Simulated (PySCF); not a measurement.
Geometries of 3 isomers of C5H10O, from PBE0-D3(BJ)/def2-SVP geometry optimisation, gas phase in PySCF 2.14.0. One conformer each, no zero-point energy, no frequencies.

Question: Which isomer lies lowest at this level?
A.
```xyz
16
angstrom
C      2.534   -0.334    0.226
C      1.201   -0.158   -0.472
C      0.034   -0.007    0.483
O      0.188   -0.028    1.681
C     -1.335    0.171   -0.141
C     -2.447    0.328    0.877
H      3.354   -0.422   -0.501
H      2.745    0.518    0.888
H      2.531   -1.235    0.857
H      0.978   -1.009   -1.141
H      1.205    0.725   -1.136
H     -1.283    1.039   -0.822
H     -1.515   -0.694   -0.805
H     -3.419    0.469    0.383
H     -2.260    1.192    1.531
H     -2.512   -0.556    1.527
```
B.
```xyz
16
angstrom
C     -2.971    0.104    0.328
C     -1.774    0.597    0.014
C     -0.673   -0.183   -0.624
O      0.522    0.051    0.062
C      1.630   -0.579   -0.514
C      2.861   -0.243    0.292
H     -3.220   -0.949    0.161
H     -3.752    0.734    0.762
H     -1.544    1.652    0.202
H     -0.924   -1.264   -0.641
H     -0.569    0.133   -1.687
H      1.753   -0.252   -1.569
H      1.476   -1.679   -0.544
H      3.024    0.845    0.309
H      3.752   -0.725   -0.138
H      2.745   -0.587    1.330
```
C.
```xyz
16
angstrom
C      1.786   -0.080   -0.513
C      0.948   -0.412    0.713
C     -0.508   -0.020    0.586
C     -1.333   -0.784   -0.416
C     -0.913    1.335    0.978
O     -1.160    0.231    1.821
H      1.754    0.998   -0.738
H      2.839   -0.357   -0.359
H      1.435   -0.616   -1.408
H      1.349    0.095    1.604
H      0.999   -1.494    0.926
H     -1.294   -1.863   -0.198
H     -0.964   -0.632   -1.441
H     -2.383   -0.464   -0.372
H     -1.797    1.793    0.516
H     -0.155    2.047    1.332
```

Answer: A. That is diethyl ketone, `CCC(=O)CC`, 24.5 kcal/mol below the next.

```json
{"SMILES": "CCC(=O)CC", "atoms numbered as above": "[CH3:1][CH2:2][C:3](=[O:4])[CH2:5][CH3:6]", "E (Eh)": "-271.27418", "relative (kcal/mol)": "0.0", "relative (kJ/mol)": "0.0", "dipole (D)": "2.59"}
{"SMILES": "CC[C@]1(C)CO1", "atoms numbered as above": "[CH3:1][CH2:2][C@:3]1([CH3:4])[CH2:5][O:6]1", "E (Eh)": "-271.23517", "relative (kcal/mol)": "24.5", "relative (kJ/mol)": "102.4", "dipole (D)": "1.95"}
{"SMILES": "C=CCOCC", "atoms numbered as above": "[CH2:1]=[CH:2][CH2:3][O:4][CH2:5][CH3:6]", "E (Eh)": "-271.22199", "relative (kcal/mol)": "32.8", "relative (kJ/mol)": "137.1", "dipole (D)": "1.14"}
```

As drawn, the lowest has a C=O bond, which the highest lacks; the highest has a C=C bond outside aromatic rings, which the lowest lacks.
